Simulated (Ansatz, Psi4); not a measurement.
C3H6S3 (1,3,5-trithiane): from total energies to a heat of formation

The species is C3H6S3 (12 atoms), meant as a singlet with charge 0. SMILES: `C1SCSCS1`. The coordinates come from a PBE0-D4/def2-TZVP relaxation. This is one conformer, not always the lowest.

Total energies at HF/6-31G* (spherical functions) (Psi4 1.11); the atoms run unrestricted:

```tsv
species	state	energy (Eh)
C3H6S3	singlet	-1309.608745
C	triplet	-37.680577
S	triplet	-397.474636
H	doublet	-0.498233
```

Harmonic wavenumbers at PBE0-D4/def2-TZVP, in cm⁻¹: 182, 183, 282, 282, 294, 400, 673, 685, 685, 759, 759, 772, 792, 792, 919, 1109, 1184, 1193, 1193, 1242, 1242, 1411, 1412, 1426, 3050, 3058, 3058, 3141, 3142, 3142.

Measured heats of formation of the gaseous atoms at 298.15 K, in kJ/mol: C 716.9, S 277.0, H 218.0. Spin-orbit lowering of the atoms at 298 K (mean of the ground term's levels less their thermal mean, from spectra), in kJ/mol: C 0.02, S 1.88. Take 1 Eh = 2625.50 kJ/mol, 1 cm⁻¹ = 0.0119627 kJ/mol, RT = 2.479 kJ/mol.

Task: What heat of formation follows?

Result: 
1. Electronic atomisation energy: 3 × (-37.680577) + 3 × (-397.474636) + 6 × (-0.498233) − (-1309.608745) = 1.153708 Eh = 3029.1 kJ/mol.
2. Zero-point energy: half the sum of the wavenumbers, 19231 cm⁻¹ = 230.1 kJ/mol.
3. Thermal vibrational enthalpy, Σ hcν̃/(exp(hcν̃/kT) − 1): 9.9 kJ/mol. Translation, rotation and pV of a non-linear molecule: 4 RT = 9.9 kJ/mol.
4. The 12 free atoms carry 5/2 RT each: 74.4 kJ/mol.
5. Spin-orbit coupling lowers the free atoms by 3 × 0.02 + 3 × 1.88 = 5.7 kJ/mol.
6. Atomisation enthalpy at 298 K: 3029.1 − 5.7 − 230.1 − 9.9 − 9.9 + 74.4 = 2847.9 kJ/mol.
7. Sum of the atoms' heats of formation: 4289.7 kJ/mol. Heat of formation: 4289.7 − 2847.9 = +1441.8 kJ/mol.

The tabulated value is +80.0 kJ/mol (CRC Handbook of Chemistry and Physics), so this level is off by +1361.8 kJ/mol, or 32.4 % of the atomisation enthalpy that the table implies (4209.6 kJ/mol). Hartree–Fock leaves out correlation, which is larger in the molecule than in the atoms, so it underbinds and puts the heat of formation too high. Anharmonicity and any spin-orbit splitting of the molecule are left out.
